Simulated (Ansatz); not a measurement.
Basis sets compared for [B2H7]- (B₂H₇⁻). Total charge -1; singlet. Geometry PBE0-D4/def2-TZVPD. Ansatz on 4 threads of Arm Neoverse V1 on a shared host; times are rough, and most runs start from earlier orbitals.

```xyz
9

B    -0.515   -0.140   -1.009
H     0.109   -0.621    0.041
B     0.509    0.171    1.007
H    -0.170   -1.060   -1.740
H    -1.700   -0.171   -0.741
H    -0.114    0.934   -1.396
H     1.647    0.492    0.725
H     0.462   -0.705    1.862
H    -0.228    1.098    1.252
```

B3LYP takes the VWN-RPA correlation.

| level | functions | energy (Eh) | HOMO (eV) | LUMO (eV) | wall time |
| --- | --- | --- | --- | --- | --- |
| PBE-D4/def2-SVPD | 96 | -53.7674 | -1.67 | 4.07 | 0.5 s |
| B3LYP-D4/6-31G | 32 | -53.9114 | -2.34 | 7.34 | 0.25 s |
| PBE0-D4/def2-SVPD | 96 | -53.7915 | -2.98 | 4.53 | 0.5 s |

Estimate the rows for PBE-D4/def2-TZVPD (with forces), B3LYP-D4/def2-TZVPD, PBE0-D4/def2-TZVPD.


| level | functions | energy (Eh) | HOMO (eV) | LUMO (eV) | wall time |
| --- | --- | --- | --- | --- | --- |
| PBE-D4/def2-TZVPD (with forces) | 137 | -53.8260 | -1.69 | 3.48 | 0.85 s |
| B3LYP-D4/def2-TZVPD | 137 | -53.9625 | -2.84 | 3.65 | 0.9 s |
| PBE0-D4/def2-TZVPD | 137 | -53.8481 | -3.00 | 3.83 | 0.75 s |
